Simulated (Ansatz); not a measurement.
The input, for Ansatz 0.2.0:

```yaml
crystal:
  periodic: [false, false, false]
  atoms:
    - {symbol: Al, position_ang: [0.000000, 0.004396, 0.459429]}
    - {symbol: Li, position_ang: [0.000000, 0.004396, -2.179393]}
    - {symbol: H, position_ang: [0.000000, 1.155518, 1.297698]}
    - {symbol: H, position_ang: [0.000000, -1.303466, 1.411838]}
basis:
  gaussian: {orbitals: def2-TZVP}
magnetization: {spin_polarized: true, initial_magnetization: 0}
correlation: {method: ccsd_t, electrons: valence}
accuracy: high
output: {forces: true}
```

```sh
$ ansatz run in.yaml --threads 1 --pin off --events-out ev --progress --plain --max-ram 2393MiB
```

Output:

```
1084 factors; integrals over basis functions are off by at most 3.6e-9 eV
mean field evaluation 1: about -6815.6147 eV, gradient 6.2e0 eV
mean field evaluation 2: about -6815.6190 eV, gradient 6.2e0 eV
mean field evaluation 4: about -6816.1133 eV, gradient 3.0e-1 eV
mean field evaluation 8: about -6816.1146 eV, gradient 3.1e-3 eV
mean field evaluation 16: about -6816.1160 eV, gradient 3.1e-1 eV
mean field evaluation 32: about -6816.1125 eV, gradient 3.2e-1 eV
mean field evaluation 64: about -6816.1169 eV, gradient 1.1e-1 eV
mean field evaluation 96: about -6814.2319 eV, gradient 1.3e-1 eV
mean field evaluation 128: about -6814.0136 eV, gradient 1.1e-1 eV
mean field evaluation 160: about -6814.2255 eV, gradient 3.4e-1 eV
mean field evaluation 192: about -6813.2266 eV, gradient 4.5e-2 eV
mean field evaluation 224: about -6814.3013 eV, gradient 1.7e0 eV
mean field evaluation 256: about -6814.0100 eV, gradient 1.6e-4 eV
mean field -6816.11927531 eV, -250.4877632362 hartree, gradient 1.2e-8 eV, S^2 0.106718; 12 other end points of the search recorded, 0 dependent functions left out
determinant -6816.11927531 eV, -250.4877632362 hartree, with singles and doubles -6820.18604768 eV, -250.6372143643 hartree
determinant -6814.23531311 eV, -250.4185289023 hartree, with singles and doubles -6818.28546968 eV, -250.5673694107 hartree
determinant -6814.01000667 eV, -250.4102490432 hartree, with singles and doubles -6817.57123823 eV, -250.5411218893 hartree
determinant -6813.22650312 eV, -250.3814558189 hartree, with singles and doubles -6816.81376114 eV, -250.5132851194 hartree
determinant -6816.11462616 eV, -250.4875923828 hartree, with singles and doubles -6820.19420461 eV, -250.6375141256 hartree
determinant -6816.11927531 eV, -250.4877632362 hartree, with singles and doubles -6820.12629356 eV, -250.6350184408 hartree
determinant -6816.11462616 eV, -250.4875923828 hartree, with singles and doubles -6820.12788104 eV, -250.6350767794 hartree
5 core orbitals not correlated: weight in the atoms' cores, before any rotation towards them, 1.000 or more for the frozen orbitals, at most 0.000 for the correlated occupied ones
reference -6816.11462616 eV, -250.4875923828 hartree; 4, 4 occupied and 54, 54 virtual orbitals, 1084 factors
second order -3.19413441 eV of doubles, -0.00000000 eV of singles
cycle   1  -4.01325310 eV  change    1.8e-6 eV  update   2.9e-6
cycle   2  -4.01325227 eV  change    8.3e-7 eV  update   1.9e-6
cycle   3  -4.01325179 eV  change    4.8e-7 eV  update   1.1e-6
cycle   4  -4.01325186 eV  change   -6.5e-8 eV  update   4.0e-7
cycle   5  -4.01325188 eV  change   -2.4e-8 eV  update   1.9e-7
cycle   6  -4.01325191 eV  change   -2.3e-8 eV  update   8.8e-8
cycle   7  -4.01325190 eV  change    1.7e-9 eV  update   5.3e-8
cycle   8  -4.01325191 eV  change   -9.5e-9 eV  update   3.9e-8
cycle   9  -4.01325192 eV  change   -4.0e-9 eV  update   3.0e-8
cycle  10  -4.01325215 eV  change   -2.3e-7 eV  update   2.0e-7
cycle  11  -4.01325231 eV  change   -1.6e-7 eV  update   1.0e-7
cycle  12  -4.01325235 eV  change   -4.3e-8 eV  update   3.5e-8
cycle  13  -4.01325235 eV  change  -2.1e-10 eV  update   1.0e-8
cycle  14  -4.01325235 eV  change    1.3e-9 eV  update   3.5e-9
cycle  15  -4.01325235 eV  change   4.7e-10 eV  update   1.6e-9
cycle  16  -4.01325235 eV  change   1.2e-10 eV  update  7.8e-10
perturbative correction -0.06781825 eV, -0.0024922747 hartree
the calculation of the forces begins
Total energy: -6820.19569675 eV, -250.6375689611 hartree
Atom 0 at     0.000000     0.004396     0.459429 Å, force    -0.000000    -2.677600    -1.868376 eV/Å
Atom 1 at     0.000000     0.004396    -2.179393 Å, force    -0.000000    -0.021763     0.022098 eV/Å
Atom 2 at     0.000000     1.155518     1.297698 Å, force     0.000000     2.711159     1.925002 eV/Å
Atom 3 at     0.000000    -1.303466     1.411838 Å, force     0.000000    -0.011797    -0.078724 eV/Å
Dipole moment:     0.000000     0.074503    -1.361943 e Å
```

Forces (eV/Å):
```
Al   0.000 -2.678 -1.868
Li   0.000 -0.022  0.022
H    0.000  2.711  1.925
H    0.000 -0.012 -0.079
```

Ran on 1 thread of Arm Neoverse N1, shared host: 44 s wall, 0.47 GiB peak host memory.
